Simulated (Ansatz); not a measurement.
## C₅H₉Cl, SMILES CC/C=C/CCl: a ranking of conformers, step by step

Computed with Ansatz's Python interface.

Run as a notebook:

**Cell 1**
```python
import ansatz as az
from rdkit import Chem
from rdkit.Chem import AllChem
```

**Cell 2**
```python
rd = Chem.AddHs(Chem.MolFromSmiles("CC/C=C/CCl"))
ids = list(AllChem.EmbedMultipleConfs(rd, numConfs=20, randomSeed=252, pruneRmsThresh=0.4))
field = [energy for _, energy in AllChem.MMFFOptimizeMoleculeConfs(rd)]
distinct = {round(e, 2): i for i, e in zip(ids, field)}
chosen = sorted(distinct.items())[:3]
found = []
for force_field, index in chosen:
    mol = az.Crystal.molecule()
    for atom, xyz in zip(rd.GetAtoms(), rd.GetConformer(index).GetPositions()):
        mol = mol.atom(atom.GetSymbol(), xyz.round(5).tolist())
    setup = mol.calculation().basis(gaussian="6-31G*").functional("HF")
    found.append(setup.run(threads=1).report["free_energy_ev"])
print("conformer   MMFF (kcal/mol)   this level (kJ/mol)")
for (force_field, index), e in zip(chosen, found):
    print(f"{index:9d} {force_field - chosen[0][0]:17.2f} {96.485332 * (e - min(found)):17.3f}")
```
Output:
```text
conformer   MMFF (kcal/mol)   this level (kJ/mol)
        8              0.00             0.000
        5              0.01             0.272
        7              0.37             2.874
```

The conformers keep their force-field geometries. Timing: 7.4 s on 1 thread of Arm Neoverse V1, on a shared host, peak memory 0.34 GiB.
